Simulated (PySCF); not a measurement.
## NaAl⁺: energy against distance

Set-up: basis Na def2-SVPD, Al def2-SVPD; no relativity; PySCF 2.14. Energies in eV from Na⁺ + Al in their ground configurations at the same level. State: ²Σ⁺ (doublet), unpaired electrons σ ↑.

All columns are r²SCAN. A positive dipole points towards Al; it is taken about the centre of mass and depends on that origin.

```csv
R (Å),E (eV),μ (D),Mulliken charge on Na (basis-dependent),HOMO (eV),LUMO (eV),Mayer bond order,⟨S²⟩
2.940,-0.751,-3.73,0.80,-8.66,-7.21,0.31,0.76
3.077,-0.827,-3.88,0.78,-8.59,-7.10,0.35,0.76
3.214,-0.870,-4.04,0.76,-8.50,-7.00,0.37,0.76
3.316,-0.886,-4.17,0.75,-8.44,-6.93,0.38,0.76
3.419,-0.893,-4.29,0.75,-8.37,-6.86,0.38,0.76
3.522,-0.891,-4.42,0.74,-8.30,-6.80,0.39,0.76
3.658,-0.878,-4.59,0.74,-8.20,-6.72,0.39,0.76
3.829,-0.851,-4.81,0.74,-8.07,-6.63,0.39,0.76
4.034,-0.808,-5.08,0.73,-7.92,-6.53,0.39,0.76
4.308,-0.740,-5.47,0.73,-7.72,-6.40,0.40,0.76
```

A fit through these points gives, at Re = 3.441 Å, μ = -4.32 D and dμ/dR = -1.22 D/Å; the reduced mass is 12.41 u.

**Question.** How strong is the fundamental in the double-harmonic approximation, I = 42.26·(dμ/dR)²/μred km/mol?

**Answer.** I = 42.26·(-1.22)²/12.41 = 5.07 km/mol at r²SCAN.

For an ion De counts to the pair picked by the measured ionisation energies or electron affinities, which need not be the lowest pair at this level. The state is the lowest determinant that a PBE0 search found; another state may lie lower at other levels.
